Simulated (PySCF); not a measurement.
# thietane: calculation against experiment

**Experimental background.**

NIST CCCBDB Release 22 (SRD 101), experimental dipoles lists, for the gas: dipole moment (microwave Stark effect, vibrational ground state) 1.876 D.

How close the calculation comes is told at the end.

Compound: thietane, C₃H₆S.
Atom-mapped SMILES: `[CH2:1]1[CH2:2][S:3][CH2:4]1` (hydrogens: H5, H6 on C1; H7, H8 on C2; H9, H10 on C4)

Geometry (GFN2-xTB, Å), atoms numbered from 1 in this order:
```xyz
10
C3H6S angstrom
C      0.0120    0.7112   -0.1624
C     -1.1289   -0.2278    0.2338
S      0.0310   -1.5687    0.7017
C      1.1215   -0.3408   -0.1135
H      0.1650    1.4914    0.5823
H     -0.1144    1.1814   -1.1377
H     -1.7592   -0.5444   -0.5950
H     -1.7469    0.0980    1.0669
H      1.4384   -0.7049   -1.0889
H      1.9905   -0.0907    0.4902
```

The PySCF runs (gas phase, on this GFN2-xTB geometry; no spin–orbit coupling):

| level | job | basis functions |
| --- | --- | --- |
| PBE0/pcSseg-1, grid level 4, start guess atom | shieldings, ring-centre shieldings | 105 |
| B97-2/pcSseg-1 | shieldings, ring-centre shieldings, charges and field gradients | 105 |
| PBE0/def2-SVPD, grid level 3 | 1 singlet by TDA, polarisability | 135 |
| CAM-B3LYP/def2-SVPD | 8 singlets by full TDDFT, 3 Tamm–Dancoff triplets, polarisability | 135 |

Results beside the measurements:

**Dipole moment.** Measured: 1.876 D (NIST CCCBDB Release 22 (SRD 101), experimental dipoles).

```csv
level,computed (D),computed − measured (D),% (from the printed values)
PBE0/pcSseg-1,2.048,+0.172,+9
B97-2/pcSseg-1,2.041,+0.165,+9
PBE0/def2-SVPD,2.059,+0.183,+10
CAM-B3LYP/def2-SVPD,2.031,+0.155,+8
```

Closest is CAM-B3LYP/def2-SVPD (+0.155 D), furthest PBE0/def2-SVPD (+0.183 D); one molecule doesn't rank methods. All 4 levels lie above the measurement. The computed dipoles belong to one fixed geometry; measured ones are averaged over vibrations unless marked μe. Magnitudes are compared, not signs.

No measured geometry was used, and the causes of the misses weren't examined.
